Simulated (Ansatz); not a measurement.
CHFLi (SMILES [Li][CH+]F) (charge +1), closed shell: a relaxation.

Input (in.yaml):

```yaml
crystal:
  periodic: [false, false, false]
  atoms:
    - {symbol: Li, position_ang: [1.558603, -0.099961, 1.257162]}
    - {symbol: C, position_ang: [-0.118977, -0.044723, -0.221464]}
    - {symbol: F, position_ang: [-0.378098, 0.982044, -0.405239]}
    - {symbol: H, position_ang: [-0.897105, -0.727623, -0.569714]}
basis:
  gaussian: {orbitals: def2-SVP}
total_charge: 1
hamiltonian: {xc: {name: revPBE}, dispersion: d4}
relax: {f_tol: 0.05, max_steps: 5, max_displacement: 0.05}
```

Run by:

```bash
ansatz run in.yaml --threads 2 --pin off --events-out ev --progress --plain --max-ram 3481MiB
```

What Ansatz 0.2.0 printed:

```
Functional definition: revPBE
  name "revPBE"
  cite "Zhang & Yang, Phys. Rev. Lett. 80, 890 (1998) doi:10.1103/PhysRevLett.80.890"
  cite "Perdew, Burke & Ernzerhof, Phys. Rev. Lett. 77, 3865 (1996) doi:10.1103/PhysRevLett.77.3865"
  parameter kappa = 1.245
  parameter beta = 0.06672455060314922
  exchange = pbe_x(kappa = kappa, mu = beta*pi^2/3)
  correlation = pbe_c(beta = beta)
500 factors; their error is unknown
mean field evaluation 1: about -3949.9102 eV, gradient 7.2e1 eV
mean field evaluation 2: about -3917.1290 eV, gradient 1.5e2 eV
mean field evaluation 4: about -3959.2332 eV, gradient 1.3e1 eV
mean field evaluation 8: about -3959.5494 eV, gradient 1.1e-1 eV
mean field -3959.54939226 eV, -145.5107562867 hartree, gradient 2.9e-5 eV, S^2 0.000000; 0 other end points of the search recorded, 0 dependent functions left out
the calculation of the forces begins
reference -3959.54944737 eV, -145.5107583117 hartree; 9, 9 occupied and 33, 33 virtual orbitals, 500 factors
relax step   1: F+E_penalty+E_count = -3959.63387138 eV  Δ(F+E_penalty+E_count) = +0.000e0 eV  max|allowed force component| = 2.175e1 eV/Å  Δτ_max = 0.0000 Å  (22 SCF iters, accepted)
these checks for a lower state are left out or cut short: starts, cluster_reference, orbital_swaps, neighbouring_geometries, increment
500 factors; their error is unknown
mean field evaluation 16: about -3960.9747 eV, gradient 2.0e-1 eV
mean field -3960.94039567 eV, -145.5618747192 hartree, gradient 1.3e-5 eV, S^2 0.000000; 0 other end points of the search recorded, 0 dependent functions left out
the calculation of the forces begins
reference -3960.94045353 eV, -145.5618768453 hartree; 9, 9 occupied and 33, 33 virtual orbitals, 500 factors
relax step   2: F+E_penalty+E_count = -3961.02472904 eV  Δ(F+E_penalty+E_count) = -1.391e0 eV  max|allowed force component| = 9.366e0 eV/Å  Δτ_max = 0.0477 Å  (26 SCF iters, accepted)
these checks for a lower state are left out or cut short: starts, cluster_reference, orbital_swaps, neighbouring_geometries, increment
500 factors; their error is unknown
mean field -3961.45029884 eV, -145.5806133149 hartree, gradient 3.8e-6 eV, S^2 0.000000; 0 other end points of the search recorded, 0 dependent functions left out
the calculation of the forces begins
reference -3961.45035912 eV, -145.5806155303 hartree; 9, 9 occupied and 33, 33 virtual orbitals, 500 factors
relax step   3: F+E_penalty+E_count = -3961.53432557 eV  Δ(F+E_penalty+E_count) = -5.096e-1 eV  max|allowed force component| = 3.447e0 eV/Å  Δτ_max = 0.0479 Å  (26 SCF iters, accepted)
these checks for a lower state are left out or cut short: starts, cluster_reference, orbital_swaps, neighbouring_geometries, increment
500 factors; their error is unknown
mean field evaluation 32: about -3961.5767 eV, gradient 4.6e-4 eV
mean field -3961.57668345 eV, -145.5852578638 hartree, gradient 2.5e-5 eV, S^2 0.000000; 0 other end points of the search recorded, 0 dependent functions left out
the calculation of the forces begins
reference -3961.57674570 eV, -145.5852601512 hartree; 9, 9 occupied and 33, 33 virtual orbitals, 500 factors
relax step   4: F+E_penalty+E_count = -3961.66057538 eV  Δ(F+E_penalty+E_count) = -1.262e-1 eV  max|allowed force component| = 9.012e-1 eV/Å  Δτ_max = 0.0486 Å  (25 SCF iters, accepted)
these checks for a lower state are left out or cut short: starts, cluster_reference, orbital_swaps, neighbouring_geometries, increment
500 factors; their error is unknown
mean field -3961.59963891 eV, -145.5861014613 hartree, gradient 2.0e-5 eV, S^2 0.000000; 0 other end points of the search recorded, 0 dependent functions left out
the calculation of the forces begins
reference -3961.59970280 eV, -145.5861038092 hartree; 9, 9 occupied and 33, 33 virtual orbitals, 500 factors
relax step   5: F+E_penalty+E_count = -3961.68359278 eV  Δ(F+E_penalty+E_count) = -2.302e-2 eV  max|allowed force component| = 6.999e-2 eV/Å  Δτ_max = 0.0491 Å  (25 SCF iters, accepted)
Error: geometry relaxation did not converge after 5 steps: max|allowed force component| = 7.00e-2 eV/Å (threshold 5.0e-2). Raise `relax.max_steps` over both its present limit and 5, loosen `relax.f_tol`, or start from a geometry closer to equilibrium. Where this run's directory can be resumed (`checkpoint.write`), a resume goes on for up to `relax.max_steps` more
```

Hardware: 2 CPU threads of an Arm Neoverse V1, shared host. Wall time about 2.4 s.


The run did not converge within its limit.